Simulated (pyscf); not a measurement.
This saddle point was located with ωB97X-D3(BJ)/def2-SVP in PySCF.

```xyz
13

Sn    -2.0368     0.9739     0.2923
O     -0.1775    -0.3592     0.4166
Sn     0.8028    -1.3506    -0.9646
H     -1.7982     0.9746    -1.4038
H     -2.9297    -0.2824     1.0202
H     -2.9999     2.4107     0.5530
H      1.0929    -2.9351    -0.3911
H     -0.1711    -1.3713    -2.3725
H      2.2788    -0.5336    -1.2730
N     -0.3705     1.7005     1.5327
H      0.1074     0.6412     1.1074
H      0.0518     2.5783     1.2313
H     -0.5603     1.7653     2.5325
```
Charge 0, spin multiplicity 1.

Surface: singlet, charge 0. Lowest wavenumbers (cm⁻¹): 1002i, 16, 54, 78, 150.

Question: What reaction is this the transition state of?

Answer: H₃Sn–O–SnH₃ (SMILES [SnH3][O][SnH3]) + NH₃ (SMILES N) ⇌ H₂N–SnH₃ (SMILES [NH2][SnH3]) + HO–SnH₃ (SMILES [OH][SnH3]), a four-centre exchange read from left to right: O–Sn, H–N broken and N–Sn, H–O formed. At ωB97M-D3(BJ)/def2-TZVP it lies +60.5 kJ/mol from the left side and +26.5 kJ/mol from the right (each side as separated species at their lowest minima found). On the reactant side the descent ends in a complex (not fully relaxed), 33.3 kJ/mol under the separated species and 91.7 kJ/mol under the saddle at ωB97X-D3(BJ)/def2-TZVP. On the product side the descent ends in a bound adduct (not fully relaxed), 38.3 kJ/mol under the separated species and 55.4 kJ/mol under the saddle at ωB97X-D3(BJ)/def2-TZVP. H₃Sn–O–SnH₃ lies 38.1 kJ/mol over its isomer HO–SnH₂–SnH₃, and others may lie lower still (electronic energy, ωB97M-D3(BJ)). This is the saddle that the search found; another between the same sides may lie lower. Elements past Kr carry the def2 core potentials, without spin-orbit coupling.
